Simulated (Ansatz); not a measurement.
H₂B–NH⁺, triplet in cc-pVDZ: errors against UCCSDT(Q)

Geometry: that of the H2B–NH, doublet, kept fixed.

```yaml
atoms:
  - { symbol: B, position_ang: [0.0000, 0.0246, 0.7072] }
  - { symbol: N, position_ang: [0.0000, -0.0432, -0.6198] }
  - { symbol: H, position_ang: [0.0000, 1.1152, 1.2324] }
  - { symbol: H, position_ang: [0.0000, -0.9691, 1.3860] }
  - { symbol: H, position_ang: [0.0000, 0.1907, -1.5912] }
```

Basis cc-pVDZ; Ansatz 0.2.0. Correlated methods freeze the noble-gas cores, which leaves 10 electrons in 41 orbitals. Prefix R: restricted or restricted open-shell reference; prefix U: unrestricted. Active spaces: valence = (10e, 11o) chosen from the atoms' valence shells.

Full CI isn't at hand for all of this; UCCSDT(Q) serves as the reference, and is uncertain by about the last step of the cluster series. The frozen core follows each run's orbitals, which can shift R against U totals by a few meV.

For open shells CISD is restricted-active-space CI with the open shells as a complete middle space.

* UHF ⟨S²⟩: 2.027
* T1 diagnostic (RCCSD): 0.0422
* largest doubles amplitude (RCCSD): 0.057
* T1 diagnostic (UCCSD): 0.0317

```json
{"level": "RHF", "E − E(UCCSDT(Q)) (kJ/mol)": "606.2", "share of correlation (%)": "0.00", "wall time": "–"}
{"level": "UHF", "E − E(UCCSDT(Q)) (kJ/mol)": "577.4", "share of correlation (%)": "4.76", "wall time": "–"}
{"level": "RMP2", "E − E(UCCSDT(Q)) (kJ/mol)": "115.9", "share of correlation (%)": "80.88", "wall time": "–"}
{"level": "UMP2", "E − E(UCCSDT(Q)) (kJ/mol)": "113.6", "share of correlation (%)": "81.27", "wall time": "–"}
{"level": "CISD", "E − E(UCCSDT(Q)) (kJ/mol)": "51.4", "share of correlation (%)": "91.52", "wall time": "1.9 s"}
{"level": "RCCSD", "E − E(UCCSDT(Q)) (kJ/mol)": "15.4", "share of correlation (%)": "97.46", "wall time": "–"}
{"level": "UCCSD", "E − E(UCCSDT(Q)) (kJ/mol)": "15.0", "share of correlation (%)": "97.53", "wall time": "–"}
{"level": "RCCSD(T)", "E − E(UCCSDT(Q)) (kJ/mol)": "3.1", "share of correlation (%)": "99.48", "wall time": "1.8 s"}
{"level": "UCCSD(T)", "E − E(UCCSDT(Q)) (kJ/mol)": "3.1", "share of correlation (%)": "99.49", "wall time": "1 s"}
{"level": "BCCD(T)", "E − E(UCCSDT(Q)) (kJ/mol)": "3.1", "share of correlation (%)": "99.49", "wall time": "2.1 s"}
{"level": "RCCSDT", "E − E(UCCSDT(Q)) (kJ/mol)": "0.7", "share of correlation (%)": "99.88", "wall time": "–"}
{"level": "UCCSDT", "E − E(UCCSDT(Q)) (kJ/mol)": "0.6", "share of correlation (%)": "99.89", "wall time": "–"}
{"level": "RCCSDT(Q)", "E − E(UCCSDT(Q)) (kJ/mol)": "0.1", "share of correlation (%)": "99.98", "wall time": "20 s"}
{"level": "CASSCF (valence space)", "E − E(UCCSDT(Q)) (kJ/mol)": "350.1", "share of correlation (%)": "42.24", "wall time": "–"}
{"level": "NEVPT2 (valence space)", "E − E(UCCSDT(Q)) (kJ/mol)": "79.6", "share of correlation (%)": "86.87", "wall time": "12 s"}
```

The correlation energy at UCCSDT(Q), counted from RHF, is -6.283 eV. That run took 16 s on 1 thread of INTEL XEON PLATINUM 8581C, shared host.

Times hold each run's SCF and search for its determinant on a shared host, so for small cases they say little of a method's own cost; they ran on 1 thread of INTEL XEON PLATINUM 8581C.

Natural occupations of CASSCF (valence space) about the gap: 1.986 1.978 1.977 1.970 1.007 0.992 0.024 0.021 0.019 0.016; effectively unpaired electrons, Σ n²(2−n)², 2.02.
